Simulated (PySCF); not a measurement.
# PH3: electronic excitations at several levels of theory, part 2 of 2

PySCF 2.14.0. Atoms count from 0. Earlier steps stand in the parts before.

## Step 11: Excited states and response: PBE0/aug-cc-pVDZ

What the job is given:

```
{"job": {"kind": "uv", "xc": "PBE0", "basis": "aug-cc-pVDZ"}, "charge": 0, "multiplicity": 1}
P      0.028278    -0.029998     0.566707
H     -0.480656     1.067216    -0.194062
H      1.217165    -0.121078    -0.220784
H     -0.661027    -0.997030    -0.228051
```

With the program's defaults for keys left out, this is: TDDFT PBE0/aug-cc-pVDZ, vertical, gas phase, core orbitals frozen in the response.

Output:

```text
coarse grid: 3488 points
cycle   1  E = -342.9978625511  dE = -1.767e-01  |g| = 6.567e-02  |ddm| = 3.157e+00
cycle   2  E = -342.9988122083  dE = -9.497e-04  |g| = 5.492e-02  |ddm| = 4.465e-01
cycle   3  E = -342.9999164552  dE = -1.104e-03  |g| = 3.067e-03  |ddm| = 1.592e-01
cycle   4  E = -342.9999198955  dE = -3.440e-06  |g| = 7.553e-04  |ddm| = 1.314e-02
final grid: 28048 points
cycle   5  E = -343.0053057140  dE = -2.827e-06  |g| = 1.748e-03  |ddm| = 4.668e-02
cycle   6  E = -343.0053060115  dE = -2.976e-07  |g| = 1.548e-03  |ddm| = 9.115e-03
cycle   7  E = -343.0053068791  dE = -8.675e-07  |g| = 3.272e-05  |ddm| = 4.325e-03
cycle   8  E = -343.0053068794  dE = -3.686e-10  |g| = 1.238e-05  |ddm| = 1.479e-04
converged SCF energy = -343.0053068794

Static polarisability (au): isotropic 30.512, principal 30.081 30.082 31.373

Singlet excitations
state   eV       nm        f      main configurations
  1   6.5559    189.1   0.12384   H->L 0.99
  2   7.2493    171.0   0.08011   H->L+1 0.94
  3   7.2498    171.0   0.08014   H->L+2 0.94
  4   7.9469    156.0   0.00112   H->L+3 0.95
  5   7.9470    156.0   0.00111   H->L+4 0.95
  6   8.4992    145.9   0.01414   H->L+5 0.97
  7   9.3870    132.1   0.12796   H-1->L 0.97
  8   9.3877    132.1   0.12792   H-2->L 0.97
  9   9.5592    129.7   0.00671   H->L+6 0.97
 10   9.5779    129.4   0.00000   H-1->L+2 0.48, H-2->L+1 0.48

Triplet excitations (Tamm-Dancoff, eV): 5.8820 5.8825 6.2773 7.8991
```

It took 0.86 s on 1 thread of Arm Neoverse V1, shared host; peak memory 0.25 GiB.

In short: HOMO -7.88 eV, LUMO -0.16 eV; lowest singlet 6.56 eV.

## Step 12: Excited states and response: PBE0/aug-cc-pVTZ

What the job is given:

```
{"job": {"kind": "uv", "xc": "PBE0", "basis": "aug-cc-pVTZ"}, "charge": 0, "multiplicity": 1}
P      0.028278    -0.029998     0.566707
H     -0.480656     1.067216    -0.194062
H      1.217165    -0.121078    -0.220784
H     -0.661027    -0.997030    -0.228051
```

Method: TDDFT PBE0/aug-cc-pVTZ, vertical, gas phase, core orbitals frozen in the response.

Output:

```text
coarse grid: 3488 points
cycle   1  E = -343.0121730969  dE = -1.913e-01  |g| = 8.878e-02  |ddm| = 3.035e+00
cycle   2  E = -343.0136124547  dE = -1.439e-03  |g| = 5.361e-02  |ddm| = 3.813e-01
cycle   3  E = -343.0145851984  dE = -9.727e-04  |g| = 1.678e-02  |ddm| = 1.430e-01
cycle   4  E = -343.0146498630  dE = -6.466e-05  |g| = 1.253e-03  |ddm| = 2.414e-02
cycle   5  E = -343.0146503043  dE = -4.412e-07  |g| = 3.309e-04  |ddm| = 3.964e-03
final grid: 28048 points
cycle   6  E = -343.0201918557  dE = -9.432e-06  |g| = 2.808e-03  |ddm| = 4.782e-02
cycle   7  E = -343.0201924151  dE = -5.595e-07  |g| = 2.195e-03  |ddm| = 7.177e-03
cycle   8  E = -343.0201935976  dE = -1.182e-06  |g| = 1.228e-04  |ddm| = 3.598e-03
cycle   9  E = -343.0201936035  dE = -5.909e-09  |g| = 2.541e-05  |ddm| = 2.515e-04
cycle  10  E = -343.0201936037  dE = -2.440e-10  |g| = 3.492e-06  |ddm| = 4.476e-05
converged SCF energy = -343.0201936037

Static polarisability (au): isotropic 31.045, principal 30.536 30.537 32.062

Singlet excitations
state   eV       nm        f      main configurations
  1   6.5682    188.8   0.11945   H->L 0.98
  2   7.1633    173.1   0.07211   H->L+1 0.94
  3   7.1638    173.1   0.07213   H->L+2 0.94
  4   7.8179    158.6   0.00220   H->L+3 0.95
  5   7.8179    158.6   0.00220   H->L+4 0.95
  6   8.2675    150.0   0.00683   H->L+5 0.98
  7   9.1316    135.8   0.00018   H->L+6 0.94
  8   9.3426    132.7   0.03292   H->L+9 0.65, H->L+8 0.25
  9   9.3426    132.7   0.03288   H->L+10 0.65, H->L+7 0.25
 10   9.3945    132.0   0.12247   H-1->L 0.96

Triplet excitations (Tamm-Dancoff, eV): 5.7841 5.7846 6.2955 7.7748
```

Run time: 1.9 s. Hardware: 1 thread of Arm Neoverse V1, shared host; peak memory 0.34 GiB.

In short: HOMO -7.90 eV, LUMO -0.19 eV; lowest singlet 6.57 eV.

## Step 13: Excited states and response: PBE0/def2-TZVPD

What the job is given:

```
{"job": {"kind": "uv", "xc": "PBE0", "basis": "def2-TZVPD"}, "charge": 0, "multiplicity": 1}
P      0.028278    -0.029998     0.566707
H     -0.480656     1.067216    -0.194062
H      1.217165    -0.121078    -0.220784
H     -0.661027    -0.997030    -0.228051
```

Method: TDDFT PBE0/def2-TZVPD, vertical, gas phase, core orbitals frozen in the response.

Output:

```text
coarse grid: 3488 points
cycle   1  E = -343.0138269534  dE = -1.952e-01  |g| = 9.932e-02  |ddm| = 1.198e+00
cycle   2  E = -343.0153348021  dE = -1.508e-03  |g| = 5.312e-02  |ddm| = 1.578e-01
cycle   3  E = -343.0162616734  dE = -9.269e-04  |g| = 2.069e-02  |ddm| = 8.353e-02
cycle   4  E = -343.0163513889  dE = -8.972e-05  |g| = 1.668e-03  |ddm| = 1.913e-02
cycle   5  E = -343.0163520763  dE = -6.875e-07  |g| = 2.765e-04  |ddm| = 2.386e-03
final grid: 28048 points
cycle   6  E = -343.0163792780  dE = -5.720e-06  |g| = 3.120e-03  |ddm| = 1.692e-02
cycle   7  E = -343.0163798021  dE = -5.241e-07  |g| = 2.423e-03  |ddm| = 5.135e-03
cycle   8  E = -343.0163809582  dE = -1.156e-06  |g| = 1.241e-04  |ddm| = 2.519e-03
cycle   9  E = -343.0163809640  dE = -5.771e-09  |g| = 2.096e-05  |ddm| = 1.188e-04
cycle  10  E = -343.0163809641  dE = -1.511e-10  |g| = 4.008e-06  |ddm| = 2.342e-05
converged SCF energy = -343.0163809641

Static polarisability (au): isotropic 30.724, principal 30.267 30.268 31.638

Singlet excitations
state   eV       nm        f      main configurations
  1   6.8742    180.4   0.13798   H->L 0.99
  2   7.2066    172.0   0.06818   H->L+1 0.94
  3   7.2072    172.0   0.06821   H->L+2 0.94
  4   9.2872    133.5   0.04341   H->L+3 0.85
  5   9.2874    133.5   0.04339   H->L+4 0.85
  6   9.4827    130.7   0.12214   H->L+5 0.85
  7   9.4902    130.6   0.00000   H-1->L+2 0.50, H-2->L+1 0.50
  8   9.5959    129.2   0.01258   H->L+6 0.88
  9   9.5961    129.2   0.01267   H->L+7 0.88
 10   9.7155    127.6   0.10242   H-1->L 0.92

Triplet excitations (Tamm-Dancoff, eV): 5.7367 5.7372 6.5290 8.3471
```

It took 1.1 s on 1 thread of Arm Neoverse V1, shared host; peak memory 0.34 GiB.

This run: HOMO -7.89 eV, LUMO 0.28 eV; lowest singlet 6.87 eV.

## Step 14: Excited states and response: PBE0/6-31+G*

What the job is given:

```
{"job": {"kind": "uv", "xc": "PBE0", "basis": "6-31+G*"}, "charge": 0, "multiplicity": 1}
P      0.028278    -0.029998     0.566707
H     -0.480656     1.067216    -0.194062
H      1.217165    -0.121078    -0.220784
H     -0.661027    -0.997030    -0.228051
```

With the program's defaults for keys left out, this is: TDDFT PBE0/6-31+G*, vertical, gas phase, core orbitals frozen in the response.

Output:

```text
coarse grid: 3488 points
cycle   1  E = -342.9943010678  dE = -1.826e-01  |g| = 7.636e-02  |ddm| = 1.471e+00
cycle   2  E = -342.9957798671  dE = -1.479e-03  |g| = 6.415e-02  |ddm| = 2.422e-01
cycle   3  E = -342.9973332067  dE = -1.553e-03  |g| = 3.165e-03  |ddm| = 9.326e-02
cycle   4  E = -342.9973363136  dE = -3.107e-06  |g| = 1.059e-03  |ddm| = 6.713e-03
final grid: 28048 points
cycle   5  E = -342.9806915438  dE = -3.889e-06  |g| = 2.429e-03  |ddm| = 1.186e-02
cycle   6  E = -342.9806924167  dE = -8.729e-07  |g| = 1.930e-03  |ddm| = 6.850e-03
cycle   7  E = -342.9806937715  dE = -1.355e-06  |g| = 7.402e-05  |ddm| = 2.995e-03
cycle   8  E = -342.9806937736  dE = -2.120e-09  |g| = 1.161e-05  |ddm| = 1.028e-04
cycle   9  E = -342.9806937736  dE = -5.076e-11  |g| = 3.727e-07  |ddm| = 1.921e-05
converged SCF energy = -342.9806937736

Static polarisability (au): isotropic 22.964, principal 22.690 23.101 23.102

Singlet excitations
state   eV       nm        f      main configurations
  1   6.6998    185.1   0.16726   H->L 0.99
  2   7.6889    161.3   0.09474   H->L+1 0.95
  3   7.6895    161.2   0.09470   H->L+2 0.95
  4   8.2296    150.7   0.02685   H->L+3 0.83, H->L+4 0.16
  5   8.2297    150.7   0.02691   H->L+4 0.83, H->L+3 0.16
  6   8.5068    145.7   0.01717   H->L+5 0.98
  7   9.6727    128.2   0.14809   H-1->L 0.97
  8   9.6734    128.2   0.14802   H-2->L 0.97
  9   9.9614    124.5   0.00000   H-1->L+2 0.47, H-2->L+1 0.47
 10  11.1070    111.6   0.30176   H-1->L+2 0.29, H-2->L+1 0.29, H-1->L+1 0.12

Triplet excitations (Tamm-Dancoff, eV): 6.0124 6.0130 6.3522 8.0327
```

Run time: 0.55 s. Hardware: 1 thread of Arm Neoverse V1, shared host; peak memory 0.34 GiB.

In short: HOMO -7.86 eV, LUMO 0.09 eV; lowest singlet 6.70 eV.

## Step 15: Side by side: electronic excitations

Excitations and ground-state properties, with basis size and wall time:

```tsv
run	lowest singlet (eV)	brightest (eV)	f	gap (eV)	α (Å³)	μ (D)	functions	time
PBE0/def2-SVPD	7.25	7.25	0.143	8.65	4.40	0.66	48	1.4 s
BHandHLYP/def2-SVPD	7.40	7.40	0.146	10.23	4.33	0.60	48	1.4 s
CAM-B3LYP/def2-SVPD	7.22	10.55	0.144	10.68	4.39	0.62	48	1.7 s
wB97X-D/def2-SVPD	7.44	10.71	0.379	12.23	4.39	0.68	48	1.6 s
LC-wPBE/def2-SVPD	7.51	10.90	0.430	13.26	4.31	0.74	48	2.2 s
PBE0/6-31G*	7.74	13.15	0.775	8.83	3.08	1.03	24	0.5 s
PBE0/def2-SVP	7.89	11.48	0.757	9.02	3.30	0.91	33	0.57 s
PBE0/def2-TZVP	7.38	10.72	0.577	8.62	3.92	0.68	55	0.93 s
PBE0/aug-cc-pVDZ	6.56	9.39	0.128	7.72	4.52	0.68	54	0.86 s
PBE0/aug-cc-pVTZ	6.57	9.39	0.122	7.71	4.60	0.65	119	1.9 s
PBE0/def2-TZVPD	6.87	6.87	0.138	8.17	4.55	0.63	70	1.1 s
PBE0/6-31+G*	6.70	11.11	0.302	7.95	3.40	0.96	28	0.55 s
```

Measured dipole: 0.58 D (gas; NIST CCCBDB Release 22 (SRD 101), experimental dipoles).

Measured polarisability: 4.24 Å³ (gas; NIST CCCBDB Release 22 (SRD 101), experimental polarizabilities).

## Step 16: Summary of results

The summary covers parts 1 to 2.

| quantity | value |
| --- | --- |
| point group | C3v |
| rotational constants (main isotopes) | 131.44, 131.43, 116.75 GHz |
| lowest singlet (PBE0/def2-SVPD) | 7.25 eV (171 nm), f = 0.143 |
| lowest triplet | 5.89 eV |
| vertical ionisation energy (ΔSCF) | 10.48 eV |
| range of the lowest singlet | 6.56 to 7.89 eV |

Single values in the summary come from the first run of each kind that ended normally (PBE0/def2-SVPD), which need not be the best level. The start was shaken at random, so part of the energy gained undoes that. At PBE0/def2-SVPD, the highest states lie near or above the ionisation energy, where they hang on the basis. The polarisability is 4 % above the measured 4.24 Å³. The lowest singlet runs from 6.56 eV (PBE0/aug-cc-pVDZ) to 7.89 eV (PBE0/def2-SVP), while the orbital gap spans 7.71 to 13.26 eV. The lowest state need not be the same one in every run. The runs solved for a few states only, so the brightest column depends on that window. For the measured dipole, BHandHLYP/def2-SVPD misses least (0.02 D, 1.4 s) and PBE0/6-31G* most (0.45 D, 0.5 s). For the measured polarisability, LC-wPBE/def2-SVPD misses least (0.07 Å³, 2.2 s) and PBE0/6-31G* most (1.16 Å³, 0.5 s). One molecule ranks no method: errors cancel, and vibration and temperature are missing from all runs.
